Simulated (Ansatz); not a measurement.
# Redistribution: C2H3Cl2F + C3H6Cl2 → CCl3F + C4H9Cl

Gas-phase species: C2H3Cl2F (1,1-dichloro-1-fluoroethane) `CC(F)(Cl)Cl`, singlet; C3H6Cl2 (1,3-dichloropropane) `ClCCCCl`, singlet; CCl3F (trichlorofluoromethane) `FC(Cl)(Cl)Cl`, singlet; C4H9Cl (1-chlorobutane) `CCCCCl`, singlet. The partners trade CH3 for Cl; both sit on C, so the bond types are kept.

Shapes, held fixed at every level: PBE0-D4/def2-TZVP. Flexible molecules stand in one conformer, not always the lowest. Programs: Ansatz 0.2.0. The zero-point and thermal change to 298 K, harmonic and unscaled (PBE0-D4/def2-TZVP), is -1.9 kJ/mol.

(1) Estimate ΔH(298 K) of this reaction.

Results:

(1) The highest level, CCSD(T)/CBS estimate, gives ΔH(298 K) = +49.7 kJ/mol; the levels span +40.4 to +52.5. The column of differences is taken from that level and isn't an error. No measured value is set beside it here. The CBS estimate extrapolates MP2 from def2-TZVPP and def2-QZVPP and adds CCSD(T) − MP2 in the triple-zeta set, cores frozen.

```json
{"level": "PBE-D4/def2-TZVPP", "kind": "GGA", "ΔH(298 K) (kJ/mol)": "+40.4", "less CCSD(T)/CBS estimate": "-9.3"}
{"level": "B3LYP-D4/def2-TZVPP", "kind": "global hybrid", "ΔH(298 K) (kJ/mol)": "+47.5", "less CCSD(T)/CBS estimate": "-2.2"}
{"level": "r2SCAN0-D4/def2-TZVPP", "kind": "global hybrid", "ΔH(298 K) (kJ/mol)": "+49.9", "less CCSD(T)/CBS estimate": "+0.2"}
{"level": "wB97M-V/def2-TZVPP", "kind": "range-separated hybrid", "ΔH(298 K) (kJ/mol)": "+47.5", "less CCSD(T)/CBS estimate": "-2.2"}
{"level": "MP2/def2-SVP", "kind": "perturbation theory", "ΔH(298 K) (kJ/mol)": "+43.2", "less CCSD(T)/CBS estimate": "-6.5"}
{"level": "CCSD(T)/def2-SVP", "kind": "coupled cluster or CI", "ΔH(298 K) (kJ/mol)": "+45.2", "less CCSD(T)/CBS estimate": "-4.5"}
{"level": "CCSD/def2-TZVPP", "kind": "coupled cluster or CI", "ΔH(298 K) (kJ/mol)": "+52.5", "less CCSD(T)/CBS estimate": "+2.8"}
{"level": "CCSD(T)/CBS estimate", "kind": "coupled cluster or CI", "ΔH(298 K) (kJ/mol)": "+49.7", "less CCSD(T)/CBS estimate": "0.0"}
```
